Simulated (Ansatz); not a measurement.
Other settings, tried on B₂H₆.

```yaml
crystal:
  periodic: [false, false, false]
  atoms:
    - {symbol: B, position_ang: [0.496898, -0.633407, 0.350706]}
    - {symbol: H, position_ang: [1.339499, -1.152615, -0.322534]}
    - {symbol: H, position_ang: [0.313190, -0.954749, 1.489032]}
    - {symbol: H, position_ang: [0.653675, 0.676684, 0.296367]}
    - {symbol: B, position_ang: [-0.496881, 0.633438, -0.350664]}
    - {symbol: H, position_ang: [-1.339519, 1.152598, 0.322563]}
    - {symbol: H, position_ang: [-0.313221, 0.954747, -1.489013]}
    - {symbol: H, position_ang: [-0.653642, -0.676696, -0.296458]}
basis:
  gaussian: {orbitals: def2-mTZVPP}
magnetization: {spin_polarized: true, initial_magnetization: 0}
hamiltonian: {xc: {name: BLYP}, dispersion: d3bjatm}
scf: {omitted_lower_state_checks: [starts]}
output: {forces: true}
```

```sh
$ ansatz run in.yaml --threads 4 --pin off --events-out ev --progress --plain --max-ram 3916MiB
```

Output, abridged:

```
Functional definition: BLYP
696 factors; their error is unknown
mean field evaluation 1: about -1445.2290 eV, gradient 2.3e1 eV
mean field evaluation 2: about -1444.6594 eV, gradient 2.5e1 eV
mean field evaluation 4: about -1448.7904 eV, gradient 3.1e-1 eV
mean field evaluation 8: about -1448.7771 eV, gradient 1.4e-3 eV
mean field -1448.77712564 eV, -53.2415773507 hartree, gradient 5.3e-5 eV, S^2 0.000000; 0 other end points of the search recorded, 0 dependent functions left out
reference -1448.77746836 eV, -53.2415899456 hartree; 8, 8 occupied and 60, 60 virtual orbitals, 696 factors
Total energy: -1448.97725162 eV, -53.2489318450 hartree
Atom 0 at     0.496898    -0.633407     0.350706 Å, force     0.118931    -0.154990     0.084069 eV/Å
Atom 1 at     1.339499    -1.152615    -0.322534 Å, force    -0.065035     0.033115     0.068901 eV/Å
Atom 2 at     0.313190    -0.954749     1.489032 Å, force     0.027845     0.015244    -0.095157 eV/Å
Atom 3 at     0.653675     0.676684     0.296367 Å, force    -0.091045    -0.093157    -0.041289 eV/Å
Atom 4 at    -0.496881     0.633438    -0.350664 Å, force    -0.119679     0.154186    -0.084830 eV/Å
Atom 5 at    -1.339519     1.152598     0.322563 Å, force     0.065209    -0.033007    -0.068763 eV/Å
Atom 6 at    -0.313221     0.954747    -1.489013 Å, force    -0.027771    -0.015038     0.095294 eV/Å
Atom 7 at    -0.653642    -0.676696    -0.296458 Å, force     0.091544     0.093648     0.041777 eV/Å
Dipole moment:     0.000012     0.000001    -0.000001 e Å
Checks for a lower state left out: starts
```

It took 0.6 s on 4 threads of Arm Neoverse V1 on a shared host.
